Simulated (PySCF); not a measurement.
# Vertical excitation energies

Species: n-BuOMe, C5H12O.
SMILES: `CCCCOC`

Method: TDDFT PBE0/def2-SVPD, vertical, gas phase, core orbitals frozen in the response in PySCF. The structure is a single PBE0-D3(BJ)/def2-SVP conformer in the gas phase; no vibrational or solvent corrections. Torsions of this conformer, `[CH3:1][CH2:2][CH2:3][CH2:4][O:5][CH3:6]`: C1–C2–C3–C4 180°, C2–C3–C4–O5 180°, C3–C4–O5–C6 180°.

```csv
state,E (eV),ν̃ (cm⁻¹),f,symmetry,"main configurations (H = HOMO, L = LUMO)"
S1,6.98,56340,0.032,A″,"H→L (81%), H→L+1 (17%)"
S2,7.52,60680,0.0012,–,"H→L+1 (73%), H→L (15%)"
S3,7.89,63610,0.016,A″,H→L+2 (83%)
S4,8.05,64960,0.0030,A″,"H→L+3 (64%), H→L+5 (23%)"
S5,8.13,65600,0.038,A′,H→L+4 (96%)
S6,8.54,68910,0.0022,A″,"H→L+5 (67%), H→L+3 (22%)"
S7,8.67,69960,0.0002,–,"H-2→L (82%), H-2→L+1 (15%)"
S8,8.70,70200,0.026,A′,"H-1→L (84%), H-1→L+1 (9%)"
S9,8.80,71000,0.013,A″,H→L+6 (88%)
S10,9.01,72640,0.036,A′,"H-1→L+1 (65%), H-4→L (14%)"
```

Triplets (Tamm–Dancoff): T1 6.79 eV, H→L (74%), H→L+1 (21%); T2 7.45 eV, H→L+1 (60%), H→L (18%), H→L+2 (13%); T3 7.70 eV, H→L+3 (44%), H→L+5 (26%), H→L+2 (11%); T4 7.84 eV, H→L+2 (68%), H→L+5 (13%).

The lowest singlet lies at 6.98 eV (178 nm, vacuum ultraviolet) and is of moderate strength; its leading configuration is HOMO→LUMO (81%). The largest oscillator strength of a single state is 0.038. Löwdin shares by element: HOMO oxygen 58%, carbon 21% or more, hydrogen 5% or more (atoms not listed hold the other 16%); LUMO carbon 44% or more (atoms not listed hold the other 56%). Weighted by f, the mean energy of these states is 8.22 eV. Orbital energies (eV): HOMO-3 -9.49, HOMO-2 -9.08, HOMO-1 -9.00, HOMO -7.41, LUMO 0.80, LUMO+1 1.04, LUMO+2 1.49. Of the 10 states listed, 6 reach f = 0.01 and 1 stays under 0.0005. The vertical ionisation energy (ΔSCF) is 9.63 eV, 0.63 eV above S10. Symmetry labels in Cs follow from the direction of the transition dipole and are given only for states with f of 0.002 or more. The window holds the lowest 10 singlets.

Hardware: one thread of an Arm Neoverse V2, no GPU (shared host). Cost: 68 s of wall time, 0.99 GiB resident at most.
